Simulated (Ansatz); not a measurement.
# CH$_{2}$, triplet: bend scan

Starting geometry (PBE0/def2-TZVP stationary point for this spin, not checked as a minimum):

```yaml
atoms:
  - { symbol: C, position_ang: [0.0000, -0.0596, 0.0000] }
  - { symbol: H, position_ang: [0.0000, 0.3549, -0.9962] }
  - { symbol: H, position_ang: [0.0000, 0.3549, 0.9962] }
```

From there the angle named below is changed in its plane at fixed bond lengths, both arms turning rigidly about the middle atom; atoms are numbered as listed. Energies are in eV, counted from the starting geometry at the same level.

Basis cc-pVDZ; Ansatz 0.2.0. Only valence electrons are correlated (noble-gas cores frozen). Prefix R: restricted or restricted open-shell reference.

Full CI is exact within this basis and frozen core; it isn't the basis-set limit.

```
angle H2-C1-H3 (°)    RHF
              70.9  2.277
              91.3  0.865
             101.3  0.438
             122.1  0.011
             134.8  0.000
             141.2  0.049
             155.7  0.246
             180.0  0.502
```

Problem. Estimate the full CI curve in cc-pVDZ from this one, knowing how RHF errs.

Solution. The computed full CI values, in eV from the starting point, and the error of RHF against them:
```csv
angle H2-C1-H3 (°),full CI,RHF less full CI
70.9,2.199,0.078
91.3,0.887,-0.022
101.3,0.481,-0.043
122.1,0.046,-0.035
134.8,0.000,0.000
141.2,0.023,0.027
155.7,0.138,0.107
180.0,0.285,0.216
```

The error spans 0.260 eV and is largest, 0.216 eV, at 180.0 °.
